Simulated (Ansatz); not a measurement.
## A van 't Hoff estimate for SiH3(SH) ⇌ SiH2(SH) + H

Species: SiH3(SH), singlet; SiH2(SH), doublet; H atom, doublet. 

The electronic reaction energy at CCSD(T)/CBS estimate is +399.2 kJ/mol. Shapes: PBE0-D4/def2-TZVP. Flexible molecules stand in one conformer, not always the lowest. Programs: Ansatz 0.2.0. Enthalpy and entropy come from rigid-rotor, harmonic-oscillator sums on unscaled PBE0-D4/def2-TZVP wavenumbers, ideal gases at 1 bar; R ln 2 is added for the mirror twin of the chiral shape of SiH2(SH). Symmetry numbers: SiH3(SH) 1, SiH2(SH) 1. R = 8.3145 J/(mol K).

```
T (K)  ΔH (kJ/mol)  ΔS (J/(mol K))
  400       +381.7          +125.5
  600       +383.9          +130.0
  800            ?               ?
```

**Question.** Work out ln K at 400 and 600 K, and from these estimate it at 800 K.

**Answer.** 
1. 400 K: ΔG = +381.7 − 400 × (+125.5)/1000 = +331.5 kJ/mol; ln K = −ΔG/RT = -99.68.
2. 600 K: ΔG = +383.9 − 600 × (+130.0)/1000 = +305.9 kJ/mol; ln K = −ΔG/RT = -61.32.
3. Slope against 1000/T: (-61.32 − (-99.68))/(1.6667 − 2.5000) = -46.03, that is −ΔH/R with ΔH near +383 kJ/mol.
4. 800 K: ln K = -99.68 + (-46.03) × (1.2500 − 2.5000) = -42.14.

The full sums give ΔH = +385.2 kJ/mol, ΔS = +132.0 J/(mol K), ΔG = +279.6 kJ/mol and ln K = -42.03 at 800 K, so the line is off by -0.11 in ln K; without rounding the miss is -0.09, from the change of ΔH with temperature. The reactants are favoured over this whole range. The number of molecules rises, which sets the sign of ΔS, and lower pressure favours the products. An error of 10 kJ/mol in the energy moves ln K by 1.5 at 800 K. Soft modes are treated as harmonic, which can err either way at these temperatures; the lowest are those of SiH3(SH) (190 cm⁻¹), SiH2(SH) (243 cm⁻¹). Other conformers aren't counted. Open shells run unrestricted. The CBS estimate extrapolates MP2 from def2-TZVPP and def2-QZVPP and adds CCSD(T) − MP2 in the triple-zeta set, cores frozen.
